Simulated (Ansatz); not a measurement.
We consider cubic perovskite CsSnBr3, described by RPBE (Ansatz, a program for electronic structure, plane waves, PAW).

Input:

Ansatz 0.2 input:
```yaml
crystal:
  lattice:
    - [6.1453063715, 0.0, 0.0]
    - [0.0, 6.1453063715, 0.0]
    - [0.0, 0.0, 6.1453063715]
  atoms:
    - { symbol: Cs, position: [0.0, 0.0, 0.0] }
    - { symbol: Sn, position: [0.5, 0.5, 0.5] }
    - { symbol: Br, position: [0.5, 0.0, 0.5] }
    - { symbol: Br, position: [0.0, 0.5, 0.5] }
    - { symbol: Br, position: [0.5, 0.5, 0.0] }
basis:
  ecutwfc: 520
  ecutrho_ratio: 4
  xc_grid: 2
kpoints:
  mp_grid: { grid: [6, 6, 6] }
hamiltonian:
  xc: rpbe
  dispersion: none
  pseudopotentials: { kind: paw }
scf:
  occupations: { method: fermi_dirac, width: 0.01 }
  convergence: { dr2_threshold: 0.0000000005 }
output:
  forces: true
  stress: true
  eigenvalues: true
```

Output (set-up and result lines):

```
Crystal: 5 atoms, lattice volume = 232.076 Å³
Basis set: ecut = 520 eV, 6235 PW (Γ), exchange–correlation on 96×96×96 points (8 copies of the dense FFT grid, shifted against one another)
Bands: 27, of which v1, the nominal top of the filled ones, is band 22 counted from 1 (21 counted from 0)
Symmetry: 48 space group operations
Space group: Pm-3m (ITA 221), of the structure as read, at distance tolerance 6.1e-5 Å
k-points: 20 of 216
Functional: x = rpbe, c = pbe(β = 0.06672455060314922)
SCF iter   1: F=—  HF=-20087.916012 eV  |F-HF|=—  |Δ(HF+E_count)|=         —  Δρ=1.89e-3  dr2=1.30e-2
SCF iter   2: F=—  HF=-20087.913971 eV  |F-HF|=—  |Δ(HF+E_count)|=   2.04e-3  Δρ=9.09e-4  dr2=2.44e-3
  ...
SCF iter   7: F=—  HF=-20087.913998 eV  |F-HF|=—  |Δ(HF+E_count)|=   1.11e-7  Δρ=6.07e-7  dr2=8.03e-10
SCF iter   8: F=-20087.913998 eV  HF=-20087.913998 eV  |F-HF|=2.44e-10  |Δ(HF+E_count)|=   2.12e-9  Δρ=1.69e-7  dr2=9.95e-11
SCF 1 converged in 8 iterations: F = -20087.913998 eV  dr2 = 9.95e-11
SCF converged after 8 iterations
Free energy (F): -20087.913998 eV
Internal energy: -20087.913998 eV  (E = F + TS)
E sigma→0 (E₀):  -20087.913998 eV
Fermi energy:    3.177510 eV
--- Stress (GPa, compression-positive) ---
       -0.827643       0.000000       0.000000
       -0.000000      -0.827643       0.000000
        0.000000      -0.000000      -0.827643
  P = ⅓ Tr σ = -0.8276 GPa (-8.276 kbar)
```

The cell is one volume of an energy–volume scan, off the minimum.

The PAW data were made under PBE.
